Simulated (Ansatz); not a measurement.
Relaxation of Cl$_{2}$H$_{3}$Si (6 atoms, charge 0, multiplicity 2), to a largest force component of 0.03 eV/Å in at most 50 steps.

Computed with Ansatz 0.2.0, UKS PBE/def2-SVP.

```xyz
6
Properties=species:S:1:pos:R:3
Si 0.000 0.000 -0.073
Cl -0.003 0.000 2.047
H 1.431 0.000 -0.537
H -0.715 1.239 -0.540
H -0.715 -1.239 -0.540
Cl 0.002 0.000 5.284
```

Question: Where does it end, and by what steps?

Answer: The forces met the threshold. After 17 steps the energy has fallen by 0.313 eV; Cl6 moved furthest, 1.81 Å.

```tsv
step	energy less start (eV)	largest force component (eV/Å)	accepted
0	0.0000	0.454	yes
1	-0.0094	0.107	yes
2	-0.0124	0.133	yes
3	-0.0232	0.290	yes
4	-0.0218	0.209	no
5	-0.0313	0.077	yes
6	-0.0429	0.130	yes
7	-0.0761	0.249	yes
8	-0.1342	0.217	yes
9	-0.1722	0.213	yes
10	-0.2116	0.268	yes
11	-0.2438	0.259	yes
12	-0.2742	0.226	yes
13	-0.2981	0.171	yes
14	-0.3096	0.091	yes
15	-0.3122	0.031	yes
16	-0.3123	0.083	yes
17	-0.3125	0.001	yes
```

```xyz
6
Properties=species:S:1:pos:R:3
Si -0.093 0.000 0.254
Cl -1.240 0.000 2.033
H 1.349 0.000 0.642
H -0.470 1.233 -0.509
H -0.470 -1.233 -0.509
Cl 0.926 0.000 3.730
```

Whether the end is a true minimum wasn't checked by a vibrational analysis.

The run took 45 s on 2 threads of Arm Neoverse V2, with other jobs on the host, peak memory 0.15 GiB.
